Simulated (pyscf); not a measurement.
Elementary routes open to O=CH–OH + H• in the gas phase (doublet surface):
A. •O–CH₂–OH (none broken; C–H formed)
B. HO–CH•–OH (none broken; H–O formed)

Optimised with ωB97X-D3(BJ)/def2-SVP in PySCF. MP2 and CC: frozen core, UHF for open shells. ΔMP2 is the change of the MP2 total energy from the triple- to the quadruple-zeta basis.

Problem. Rank the routes by free-energy barrier at 900 K, lowest first, for CCSD(T)/def2-TZVPP + ΔMP2(QZVPP) energies (ideal gas, 1 atm, RRHO with modes under 100 cm⁻¹ raised to 100, one conformer, R ln 2 for rigid chiral ones).

Solution. A (31.3 kcal/mol), B (34.4 kcal/mol)

Route A is the fastest of these, ahead of the next by 3.2 kcal/mol. The most stable products are those of B (ΔG = +8.8 kcal/mol), whose barrier is 3.2 kcal/mol higher: the kinetic and the thermodynamic product differ. At 298 K A is still the fastest. Only these routes are compared; each barrier is that of the saddle found, and lower ones may exist. The CCSD(T) − MP2 part came from Ansatz, without density fitting, on the same reference. A UHF reference is spin-contaminated (<S²> up to 0.87), which harms MP2 most.
